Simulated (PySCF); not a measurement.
Bond stretch in SMILES O, singlet. The O1–H3 bond (O1 also carries H; H3 carries nothing else) is varied alone, starting from the PBE0/def2-TZVP optimised geometry.

Level of theory: CCSD(T) on UHF/6-31G, 1 core orbital frozen (PySCF).

**Question.** Relative to R = 1.00 Å, what are the energies at R = 0.71, 0.81, 1.45, 1.92 Å?

**Answer.** 335.4 kJ/mol at 0.71 Å, 99.1 kJ/mol at 0.81 Å, 188.5 kJ/mol at 1.45 Å, 350.2 kJ/mol at 1.92 Å.

The unrestricted determinant behind UCCSD(T) is spin-contaminated at 1.45 to 3.34 Å (<S²> up to 1.0, against 0.00 for a pure singlet).
